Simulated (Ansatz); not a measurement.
Crystal structures of lead under LDA

These are results of Ansatz 0.2.0, DFT, LDA (PW92), plane waves (420 eV) with PAW, scalar-relativistic, not measurements. (PAW data from PBE, frozen cores regenerated.)

Each structure is relaxed within its own symmetry, so a high-lying one may be dynamically unstable.

| structure | ΔE (meV/atom) | V (Å³/atom) | cell | magnetic state |
| --- | --- | --- | --- | --- |
| dhcp | -2 | 28.95 | a = 3.453 Å, c = 11.213 Å (c/a = 3.247) | spin not included |
| fcc | 0 | 28.97 | a = 4.875 Å | spin not included |
| hcp | 11 | 28.86 | a = 3.437 Å, c = 5.643 Å (c/a = 1.642) | spin not included |
| bcc | 37 | 28.95 | a = 3.869 Å | spin not included |
| omega (AlB2-type) | 47 | 29.20 | a = 5.501 Å, c = 3.342 Å (c/a = 0.608) | spin not included |
| A15 | 74 | 29.89 | a = 6.207 Å | spin not included |
| simple cubic | 175 | 31.11 | a = 3.145 Å | spin not included |
| diamond | 311 | 39.78 | a = 6.827 Å | spin not included |

ΔE counts from fcc.

Differences under about 8 meV lie within the error of the k-point mesh.
